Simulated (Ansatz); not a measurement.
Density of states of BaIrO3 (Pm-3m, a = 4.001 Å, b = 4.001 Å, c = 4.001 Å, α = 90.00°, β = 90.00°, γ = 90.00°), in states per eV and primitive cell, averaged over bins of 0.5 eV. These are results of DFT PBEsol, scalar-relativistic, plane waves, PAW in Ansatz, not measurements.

Settings: cutoff 420 eV, Γ-centred mesh 10×10×10 on the computed 5-atom cell, Gaussian smearing of 0.10 eV; no spin polarisation.

The cell is relaxed at this level. The states (both spins) are summed by tetrahedra on a 15×15×15 mesh at the self-consistent density. Energies are bin centres; the table starts no lower than −8 eV and ends at 6 eV, or lower where the solved bands end.

It is a metal at this level.

| E − E_F (eV) | total | O 2p | Ir 5d | O 2s | Ba 5p | Ba 6s |
| --- | --- | --- | --- | --- | --- | --- |
| -7.80 | 1.57 | 0.93 | 0.50 | 0.03 | 0.01 | 0.00 |
| -7.30 | 1.30 | 0.83 | 0.35 | 0.04 | 0.01 | 0.00 |
| -6.80 | 1.75 | 1.08 | 0.51 | 0.03 | 0.03 | 0.03 |
| -6.30 | 2.75 | 1.67 | 0.83 | 0.04 | 0.07 | 0.04 |
| -5.80 | 4.62 | 2.68 | 1.53 | 0.04 | 0.24 | 0.02 |
| -5.30 | 5.39 | 3.19 | 1.77 | 0.02 | 0.28 | 0.01 |
| -4.80 | 1.79 | 1.07 | 0.63 | 0.01 | 0.04 | 0.00 |
| -4.30 | 1.11 | 0.65 | 0.42 | 0.00 | 0.01 | 0.00 |
| -3.80 | 1.44 | 1.05 | 0.28 | 0.01 | 0.01 | 0.03 |
| -3.30 | 4.52 | 3.94 | 0.28 | 0.03 | 0.08 | 0.04 |
| -2.80 | 4.70 | 4.26 | 0.17 | 0.02 | 0.11 | 0.03 |
| -2.30 | 2.76 | 2.43 | 0.25 | 0.00 | 0.02 | 0.00 |
| -1.80 | 0.96 | 0.46 | 0.46 | 0.00 | 0.01 | 0.00 |
| -1.30 | 1.35 | 0.62 | 0.69 | 0.00 | 0.01 | 0.00 |
| -0.80 | 2.05 | 0.92 | 1.06 | 0.01 | 0.01 | 0.01 |
| -0.30 | 4.50 | 1.92 | 2.38 | 0.04 | 0.01 | 0.03 |
| 0.20 | 2.83 | 1.01 | 1.60 | 0.08 | 0.01 | 0.03 |
| 0.70 | 1.37 | 0.32 | 0.84 | 0.14 | 0.00 | 0.00 |
| 1.20 | 0.72 | 0.15 | 0.44 | 0.09 | 0.00 | 0.00 |
| 1.70 | 0.61 | 0.16 | 0.35 | 0.07 | 0.00 | 0.00 |
| 2.20 | 0.67 | 0.19 | 0.36 | 0.07 | 0.00 | 0.00 |
| 2.70 | 0.71 | 0.22 | 0.37 | 0.07 | 0.00 | 0.00 |
| 3.20 | 0.70 | 0.24 | 0.34 | 0.05 | 0.00 | 0.00 |
| 3.70 | 0.87 | 0.25 | 0.32 | 0.04 | 0.00 | 0.00 |
| 4.20 | 1.07 | 0.27 | 0.31 | 0.03 | 0.00 | 0.00 |
| 4.70 | 1.39 | 0.28 | 0.29 | 0.04 | 0.00 | 0.03 |
| 5.20 | 2.02 | 0.31 | 0.26 | 0.05 | 0.00 | 0.07 |
| 5.70 | 3.24 | 0.34 | 0.22 | 0.07 | 0.00 | 0.21 |

The columns after the total are the main Löwdin projections on the occupied valence shells of the potentials; 2 others are left out. The rest of the total lies in those, in shells that are empty in the free atom, which aren't projected, and between the atoms.

Spin-orbit coupling is left out, which matters for the bands of heavy elements. Spin polarisation was left out, and a magnetic state may lie lower.

A ferromagnetic start lost its moments in a first run, so spin was left out; other magnetic orders weren't tried.

Symmetry holds off the tilts and polar distortions that many cubic perovskites undergo.

Cost: 1 run of about 0.95 core-minutes, on Arm Neoverse V1 (shared hosts).